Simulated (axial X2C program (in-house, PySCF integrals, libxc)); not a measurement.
**Nuclear properties of OAlO**

Calculated with an axial X2C code built on PySCF integrals: two-component X2C with atomic mean-field Coulomb and Gaunt terms, Gaussian nuclei, basis O dyall-av3z, Al dyall-v3z with contracted cores.

O–Al–O held linear, with bonds 1.654 and 1.654 Å (near the PBE0 minimum at charge 0 of the determinant lowest at the starting distance; the state shown can have its own minimum elsewhere, held linear; other orders of the atoms were not compared).

Determinant lowest in the PBE0 search, Ω = 3/2 (⟨Sz⟩ = 0.50, ⟨Lz⟩ = 1.00 at PBE0), spin on the atoms O 0.29, Al -0.09, O 0.29:

```
    level  A∥/gI O (MHz)  qzz O (a.u.)  A∥/gI Al (MHz)  qzz Al (a.u.)
     PBE0            119         -0.30           -39.9          -1.61
       HF            196         -0.66            -140          -1.58
BHandHLYP            144         -0.43           -57.2          -1.65
```

A∥ (defined per Ω) follows by multiplying with gI = μI/(I μN); qzz is the electric field gradient, eQq0 = 234.96 MHz × Q/barn × qzz. The operators were transformed with the bare-nucleus X2C matrices; with these basis sets, hyperfine constants and field gradients can be off by tens of per cent, and where levels differ in sign neither size nor sign is settled.

Q: With gI(17O) = -0.7575, Q(27Al) = 0.1466 barn (g factors from the IAEA table of nuclear moments by Stone; Q from Pyykkö, Mol. Phys. 2018), turn the PBE0 values of the first state into constants in MHz.

A: A∥(17O) = 119 × -0.7575 = -90.1 MHz; eQq0(27Al) = 234.96 × (0.1466) × (-1.61) = -55.5 MHz.

The molecule was held linear; bending was not examined, so a bent shape may lie lower.

Each state is one determinant with collinear spin. Unrestricted Hartree–Fock can overshoot spin polarisation at the nuclei. The search compared states at one distance, so a state with another bond length can lie lower. Further determinants of the search, some of them spin-mixed, are not shown. Where a field gradient or hyperfine factor spreads by more than a factor of two over the levels, a constant derived from it is not to be relied on.
